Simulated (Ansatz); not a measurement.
# BNH+ (triplet): wave-function methods side by side, def2-QZVPP

One table from this session's results is given with a row withheld; the runs are named, their logs left out.

The runs use Ansatz 0.2.0, Gaussian basis; def2-QZVPP, core rule «outside noble gas», up to 2 orbitals frozen.

Plan: UHF; ROHF; CCSD(T) on UHF.

## What is computed

The geometry is a PBE0/def2-TZVP stationary point (not a proven minimum) of the parent state, kept for this charge and spin.

3 atoms, charge 1, spin multiplicity 3.

Atoms are counted from 1 here; the program's logs count them from 0.

Bond lengths: B1–N2 1.465 Å, N2–H3 1.030 Å. Angles: B1–N2–H3 111.7°.

The first run:

Input file in.yaml:

```yaml
crystal:
  periodic: [false, false, false]
  atoms:
    - {symbol: B, position_ang: [0.000000, 0.079752, 0.863775]}
    - {symbol: N, position_ang: [0.000000, -0.117617, -0.587927]}
    - {symbol: H, position_ang: [0.000000, 0.779045, -1.094669]}
basis:
  gaussian: {orbitals: "def2-QZVPP.json"}
total_charge: 1
magnetization: {spin_polarized: true, initial_magnetization: 2}
hamiltonian: {xc: hf}
output: {orbitals: {seedname: orbitals}}
```

Command:

```
> ansatz run in.yaml --threads 1 --pin off --events-out ev --progress --plain --max-ram 2393MiB
```

Among the steps run: UHF; ROHF; CCSD(T) on UHF.

One of the session's tables, all rows but one given; the rest of the session is left out.

| method | from UCCSD(T) (kcal/mol) |
| --- | --- |
| ROHF | ? |
| UHF | +156.59 |
| UMP2 | +18.35 |
| UCCSD | +7.02 |
| UCCSD(T) | 0 |

Q: Estimate the row for ROHF from the others.

The run gave: from UCCSD(T) (kcal/mol): +159.73. In the column «from UCCSD(T) (kcal/mol)» it is the highest.
